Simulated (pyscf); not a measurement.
Single points on ωB97X-D3(BJ)/def2-SVP structures (PySCF, gas phase).

For •HC=C=C=CH₂ (SMILES [CH]=C=C=C) + H₂ (SMILES [H][H]) → H₂C=C=C=CH₂ (SMILES C=C=C=C) + H• (SMILES [H]), a hydrogen abstraction (doublet surface; H–H broken, C–H formed), PBE/def2-TZVP gives ΔE‡ = 11.1 kcal/mol and ΔE = +7.1 kcal/mol (zero: the separated reactants). In which direction and how far do r²SCAN/def2-TZVP, PBE0-D3(BJ)/def2-TZVP, ωB97M-D3(BJ)/def2-TZVP move these?

r²SCAN: ΔE‡ = 14.2 kcal/mol, ΔE = +11.2 kcal/mol; PBE0-D3(BJ): ΔE‡ = 14.0 kcal/mol, ΔE = +6.4 kcal/mol; ωB97M-D3(BJ): ΔE‡ = 19.1 kcal/mol, ΔE = +7.9 kcal/mol. PBE's barrier lies under all of them, by 2.9 to 7.9 kcal/mol. Its reaction energy lies among theirs. H₂C=C=C=CH₂ lies 7.2 kcal/mol over its isomer HC≡C–CH=CH₂ (electronic energy, ωB97M-D3(BJ)/def2-TZVP). One saddle was located; it need not be the lowest between these sides. The angle at the transferred H is 178°.
